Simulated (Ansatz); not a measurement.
# SiS: a ladder of functionals and wavefunction methods

Aim: compute SiS with functionals from several rungs and with coupled cluster, and see how far each lands from CCSD(T) at the basis-set limit for the atomisation energy.

Method: functionals in def2-TZVPP, the program's frozen cores in correlated methods; program: Ansatz 0.2.0, Gaussian basis.

Levels to be run: LDA (SPW92), PBE-D4, revPBE-D4, BLYP-D4, r2SCAN-D4, B97M-V, PBE0-D4, B3LYP-D4, r2SCANh-D4, r2SCAN0-D4, HSE06-D4, BHLYP-D4, CAM-B3LYP-D4, LC-ωPBE, ωB97X-V, ωB97M-V, B2PLYP, PBE-QIDH; CCSD(T)/def2-SVP; CCSD(T)/def2-TZVPP; CCSD(T)/def2-QZVPP; extrapolation to the limit; RPA on PBE.

## Step 1: The relaxed structure

All runs share one geometry, relaxed beforehand with PBE0-D4 in a triple-zeta def2 set.

SMILES `[Si-]#[S+]`, 2 atoms, charge 0, spin multiplicity 1.

Atoms are counted from 1 here; the program's logs count them from 0.

Bond lengths: Si1–S2 1.930 Å.

## Step 2: LDA

This LDA is Slater exchange with PW92 correlation.

File in.yaml:

```yaml
crystal:
  periodic: [false, false, false]
  atoms:
    - {symbol: Si, position_ang: [-0.000000, 0.000000, -0.000291]}
    - {symbol: S, position_ang: [0.000000, -0.000000, 1.929612]}
basis:
  gaussian: {orbitals: def2-TZVPP}
hamiltonian: {xc: lda}
output: {orbitals: {seedname: orbitals}}
```

Launch:

```bash
$ ansatz run in.yaml --threads 2 --pin off --events-out ev --progress --plain --max-ram 22528MiB --backend cpu
```

The runs that follow: PBE-D4 (GGA); revPBE-D4 (GGA); BLYP-D4 (GGA); r2SCAN-D4 (meta-GGA); B97M-V (meta-GGA); PBE0-D4 (hybrid); B3LYP-D4 (hybrid); r2SCANh-D4 (hybrid); r2SCAN0-D4 (hybrid); HSE06-D4 (hybrid); BHLYP-D4 (hybrid); CAM-B3LYP-D4 (range-separated); LC-ωPBE (range-separated); ωB97X-V (range-separated); ωB97M-V (range-separated); B2PLYP (double hybrid); PBE-QIDH (double hybrid); CCSD(T) in def2-SVP; CCSD(T) in def2-TZVPP; CCSD(T) in def2-QZVPP; RPA on PBE orbitals.

Before running them: what should the planned runs give, taken together? Wanted: atomisation energy, CCSD(T)/CBS; farthest beyond LDA; mean size of error, GGA; mean size of error, meta-GGA; mean size of error, hybrid; mean size of error, range-separated; mean size of error, double hybrid; gap, smallest and largest; T1 diagnostic.

The runs gave:

| quantity | value |
| --- | --- |
| atomisation energy, CCSD(T)/CBS | 614.1 kJ/mol |
| functionals within 3.1 kJ/mol (0.5 %) | BLYP-D4 |
| farthest beyond LDA | LC-ωPBE (-46.7 kJ/mol) |
| mean size of error, GGA | 6.6 kJ/mol |
| mean size of error, meta-GGA | 12.2 kJ/mol |
| mean size of error, hybrid | 21.2 kJ/mol |
| mean size of error, range-separated | 21.4 kJ/mol |
| mean size of error, double hybrid | 16.1 kJ/mol |
| gap, smallest and largest | 3.77 eV (LDA (SPW92)), 10.42 eV (LC-ωPBE) |
| T1 diagnostic | 0.0217 |
| triples share of the correlation energy | 5.9 % |

What this shows: The LDA atomisation energy is off by 97.5 kJ/mol (16 %): it overbinds. PBE-D4 misses by +15.2 kJ/mol. Double hybrids carry the basis error of their MP2 part in triple zeta, and no dispersion term here, so their miss is partly the set-up's. Taken by rung, GGA functionals do best (6.6 kJ/mol on average) and range-separated ones worst beyond LDA (21.4 kJ/mol). RPA and LDA stand outside this count. Misses under about 3.1 kJ/mol are within the doubt on the reference itself, which lacks core-valence correlation, relativity and higher excitations. Hartree-Fock recovers 61 % of the binding; the rest is correlation. CCSD(T) in def2-SVP is off by -66.9 kJ/mol, worse than the median functional, from the basis alone. Orbital gaps span 3.8 to 10.4 eV; exact exchange widens them. The T1 diagnostic, 0.022, is a little above the customary 0.02.
